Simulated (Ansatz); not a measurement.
# PS2 (doublet): from Hartree-Fock to the top rungs at distance S1–P2 = 1.911 Å, cc-pVDZ

Aim: climb from Hartree-Fock through coupled cluster and multireference methods for PS2 (doublet) at one geometry and basis, and see what each rung misses.

Program: Ansatz 0.2.0, Gaussian basis. Level of theory: cc-pVDZ, core rule «outside noble gas», up to 15 orbitals frozen. These are calculated values, not measurements.

The runs, in order: UHF; CCSD(T) on ROHF; CCSD(T) on UHF; BCCD(T) on ROHF; CISD; CCSDT(Q) on ROHF; CCSDT(Q) on UHF; CASSCF and MRCISD+Q, 3 electrons in 3 orbitals; CASSCF and NEVPT2, 3 electrons in 3 orbitals; CASSCF and MRCISD+Q, 13 electrons in 10 orbitals; CASSCF and NEVPT2, 13 electrons in 10 orbitals.

40 further runs of the same task are left out: 4 for a known fault of the program, 30 that didn't finish, 6 set aside as unsound or not needed.

## (1) What is computed

The geometry derives from a PBE0/def2-TZVP stationary point (not a proven minimum). One bond is set to the value named and the two fragments are kept rigid.

3 atoms, charge 0, spin multiplicity 2.

Atoms are counted from 1 here; the program's logs count them from 0.

Bond lengths: S1–P2 1.911 Å, P2–S3 1.911 Å. Angles: S1–P2–S3 132.6°.

## (2) UHF

Input file in.yaml:

```yaml
crystal:
  periodic: [false, false, false]
  atoms:
    - {symbol: S, position_ang: [0.000000, -0.250020, 1.750402]}
    - {symbol: P, position_ang: [0.000000, 0.517658, 0.000000]}
    - {symbol: S, position_ang: [0.000000, -0.250020, -1.750402]}
basis:
  gaussian: {orbitals: cc-pVDZ}
magnetization: {spin_polarized: true, initial_magnetization: 1}
hamiltonian: {xc: hf}
output: {orbitals: {seedname: orbitals}}
```

On the command line:

```
$ ansatz run in.yaml --threads 1 --pin off --events-out ev --progress --plain --max-ram 2393MiB
```

The runs that follow: CCSD(T) on ROHF; CCSD(T) on UHF; BCCD(T) on ROHF; CISD; CCSDT(Q) on ROHF; CCSDT(Q) on UHF; CASSCF and MRCISD+Q, 3 electrons in 3 orbitals; CASSCF and NEVPT2, 3 electrons in 3 orbitals; CASSCF and MRCISD+Q, 13 electrons in 10 orbitals; CASSCF and NEVPT2, 13 electrons in 10 orbitals.

**Question.** What will the summary of the whole plan be? Wanted: UCCSDT(Q) below the RHF energy; RMP2 from UCCSDT(Q); UMP2 from UCCSDT(Q); RCCSD from UCCSDT(Q); RCCSD(T) from UCCSDT(Q); UCCSD(T) from UCCSDT(Q); RCCSDT(Q) from UCCSDT(Q); NEVPT2 pair from UCCSDT(Q); MRCISD+Q pair from UCCSDT(Q).

**Answer**, as computed:

| quantity | value |
| --- | --- |
| UCCSDT(Q) below the RHF energy | -11.4328 eV |
| RMP2 from UCCSDT(Q) | +118.7 kJ/mol |
| UMP2 from UCCSDT(Q) | +127.5 kJ/mol |
| RCCSD from UCCSDT(Q) | +63.7 kJ/mol |
| RCCSD(T) from UCCSDT(Q) | +9.4 kJ/mol |
| UCCSD(T) from UCCSDT(Q) | +9.8 kJ/mol |
| RCCSDT(Q) from UCCSDT(Q) | +0.9 kJ/mol |
| NEVPT2 pair from UCCSDT(Q) | +136.1 kJ/mol |
| MRCISD+Q pair from UCCSDT(Q) | +46.9 kJ/mol |
| NEVPT2 valence from UCCSDT(Q) | +150.5 kJ/mol |
| levels within 1 kcal/mol (43 meV) | RCCSDT(Q) |
| T1 diagnostic | 0.029 |
| effectively unpaired electrons | 1.07 |

In words: RCCSD(T) lands +9.4 kJ/mol from the yardstick (0.8 % of the correlation energy). One determinant dominates. Of the multireference levels listed MRCISD+Q valence comes nearest in total energy (+12.9 kJ/mol), which doesn't show that its space is the better one. These misses are within one basis, not against nature; the frozen cores of restricted and unrestricted runs differ, which can shift their rows.
